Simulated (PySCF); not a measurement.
Gas-phase reaction: CH₃SiH + 2 C₂H₄ + Si₂C → 3 H₃SiCCH. Level: ωB97X-V/def2-TZVP†; standard pressure 1 bar.

Computed with PySCF and rigid-rotor harmonic-oscillator thermochemistry at 1 bar. S°(298 K) at PBE0/def2-TZVP differs from the NASA 1993 table for Si₂C (+23 J/mol/K); whether the harmonic model or the table's entry is off was not settled. † marks an energy on the PBE0/def2-TZVP geometry and frequencies. All species are closed-shell singlets. CH₃SiH: computed as isolated molecules; such fragments, hydroxides, amides, oligomers or adducts are transient or little studied in the gas. The harmonic model lacks anharmonicity and excited electronic states, which grow with temperature; levels with a mode under 35 cm⁻¹ are left out. Internal rotation in CH₃SiH is treated as a harmonic vibration of one conformer, which makes the entropy rough.

```tsv
T (K)	1000/T (1/K)	log10 K
1000	1.0000	2.81
1200	0.8333	1.39
1400	0.7143	0.42
1600	0.6250	-0.28
1800	0.5556	?
2000	0.5000	-1.20
```

Q: Fit log10 K = a + b·(1000/T) to the five rows, get the mean ΔH° and ΔS°, and predict log10 K at 1800 K.

A: Means: 1000/T = 0.7345, log10 K = 0.628. Sums of products about the means: Sxy = 1.18690, Sxx = 0.147640, so b = Sxy/Sxx = 8.04 and a = 0.628 − (8.04)×0.7345 = -5.28.
ΔH° = −R ln 10 × 1000 K × b = −19.145 × (8.04) = -154 kJ; ΔS° = R ln 10 × a = -101 J/K. The run's own values go from -167 kJ and -113 J/K at 1000 K to -135 kJ and -90 J/K at 2000 K.
Prediction at 1800 K: -5.28 + (8.04)×0.5556 = -0.81. The computed value is -0.80, 0.01 from the line.
For scale, ΔH°(298 K) is -194 kJ at this level, -151 kJ at ωB97M-V/def2-TZVP†, and runs from -362 to -106 kJ over the 20 levels computed.
